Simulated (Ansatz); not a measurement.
Input file:

```yaml
crystal:
  periodic: [false, false, false]
  atoms:
    - {symbol: C, position_ang: [0.000000, -0.079629, 2.463328]}
    - {symbol: C, position_ang: [0.000000, 0.277658, 1.282178]}
    - {symbol: Ga, position_ang: [0.000000, -0.051396, -0.621976]}
    - {symbol: H, position_ang: [0.000000, 1.195550, -1.607336]}
basis:
  gaussian: {orbitals: cc-pVDZ}
total_charge: 1
magnetization: {spin_polarized: false, initial_magnetization: 1}
correlation: {method: ccsdt_q, electrons: outside_noble_gas}
```

```sh
$ ansatz run in.yaml --threads 1 --pin off --events-out ev --progress --plain --max-ram 2393MiB
```

(1) Roughly how long does this take on 1 thread of Intel Xeon 6975P-C, shared host, and how much host memory?

```
1148 factors; integrals over basis functions are off by at most 1.6e-7 eV
mean field evaluation 1: about -54388.2621 eV, gradient 3.7e1 eV
mean field evaluation 2: about -54388.2710 eV, gradient 3.7e1 eV
mean field evaluation 4: about -54395.2348 eV, gradient 1.4e1 eV
mean field evaluation 8: about -54396.8848 eV, gradient 8.1e-1 eV
mean field evaluation 16: about -54396.9026 eV, gradient 4.3e-6 eV
mean field evaluation 32: about -54396.4698 eV, gradient 6.4e-5 eV
mean field evaluation 64: about -54396.8979 eV, gradient 3.3e-1 eV
mean field evaluation 96: about -54396.4692 eV, gradient 4.6e-4 eV
mean field evaluation 128: about -54387.6637 eV, gradient 8.4e-1 eV
mean field evaluation 160: about -54393.1447 eV, gradient 7.0e-3 eV
...
cycle  23  -8.46409590 eV  change   -1.8e-5 eV  update   1.5e-5
cycle  24  -8.46409130 eV  change    4.6e-6 eV  update   1.1e-5
cycle  25  -8.46410221 eV  change   -1.1e-5 eV  update   7.4e-6
cycle  26  -8.46410626 eV  change   -4.1e-6 eV  update   5.4e-6
cycle  27  -8.46410405 eV  change    2.2e-6 eV  update   4.1e-6
cycle  28  -8.46410546 eV  change   -1.4e-6 eV  update   2.7e-6
cycle  29  -8.46410570 eV  change   -2.4e-7 eV  update   1.9e-6
cycle  30  -8.46410415 eV  change    1.5e-6 eV  update   1.4e-6
cycle  31  -8.46410483 eV  change   -6.8e-7 eV  update   9.7e-7
cycle  32  -8.46410536 eV  change   -5.4e-7 eV  update   7.3e-7
perturbative correction -0.04627589 eV, -0.0017006076 hartree
Total energy: -54405.41297851 eV, -1999.3620496468 hartree
```

## Answers

(1) 43 s wall and 0.61 GiB.
